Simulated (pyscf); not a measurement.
Optimised with ωB97X-D3(BJ)/def2-SVP in PySCF. MP2 and CC: frozen core, UHF for open shells. ΔMP2 is the change of the MP2 total energy from the triple- to the quadruple-zeta basis.

Q: Estimate by transition-state theory (the high-pressure limit) the rate constant of HO–SiH₃ → SiH₂ [singlet] + H₂O (singlet surface; H–Si, O–Si broken, H–O formed) at 1200 K, with CCSD(T)/def2-TZVPP + ΔMP2(QZVPP) energies (ideal gas, 1 atm, RRHO with modes under 100 cm⁻¹ raised to 100, one conformer, R ln 2 for rigid chiral ones; no tunnelling).

A: The electronic barrier is 82.5 kcal/mol and the thermal terms add -3.4, so ΔG‡ = 79.0 kcal/mol. With k_BT/h = 2.50e+13 s⁻¹ and RT = 2.385 kcal/mol, k = 1.0e-01 s⁻¹. Wigner's tunnelling factor for 1593i cm⁻¹ would be 1.15. A shift of 1 kcal/mol in the barrier changes k by a factor 1.5. On the product side the descent ends in an adduct with a O–Si contact, 19.8 kcal/mol under the separated species and 23.3 kcal/mol under the saddle at ωB97X-D3(BJ)/def2-TZVP. What is counted as broken (O–Si) persists as a longer contact in the product adduct; parting that adduct is a step of its own. The same reactants have a lower exit, to HO–SiH: [singlet] + H₂ (barrier +66.9 kcal/mol at ωB97M-D3(BJ), against +81.3 kcal/mol here). This is the saddle that the search found; another between the same sides may lie lower. The CCSD(T) − MP2 part came from Ansatz, without density fitting, on the same reference.
